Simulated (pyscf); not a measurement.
Elementary routes open to H₂Al–AsH₂ + H₂O in the gas phase (singlet surface):
A. HO–AlH–AsH₂ + H₂ (Al–H, H–O broken; Al–O, H–H formed)
B. AsH₃ + HO–AlH₂ (Al–As, H–O broken; As–H, Al–O formed)

Structures and frequencies: ωB97X-D3(BJ)/def2-SVP in PySCF.

Rank the routes by free-energy barrier at 600 K, lowest first, for ωB97M-D3(BJ)/def2-TZVP energies (ideal gas, 1 atm, RRHO with modes under 100 cm⁻¹ raised to 100, one conformer, R ln 2 for chiral ones without a mode under 150 cm⁻¹).

A (15.5 kcal/mol), B (16.8 kcal/mol)

Route A is the fastest of these, ahead of the next by 1.3 kcal/mol. The most stable products are those of A (ΔG = -28.2 kcal/mol), so kinetics and thermodynamics agree. At 1200 K A is still the fastest. A: On the reactant side the descent ends in an adduct with a Al–O contact, 22.1 kcal/mol under the separated species and 16.3 kcal/mol under the saddle at ωB97X-D3(BJ)/def2-TZVP. B: On the reactant side the descent ends in an adduct with a Al–O contact, 22.5 kcal/mol under the separated species and 20.2 kcal/mol under the saddle at ωB97X-D3(BJ)/def2-TZVP. On the product side the descent ends in a complex, 4.6 kcal/mol under the separated species and 19.3 kcal/mol under the saddle at ωB97X-D3(BJ)/def2-TZVP. Only these routes are compared; each barrier is that of the saddle found, and lower ones may exist. Elements up to Kr have no core potential and no relativistic terms here.
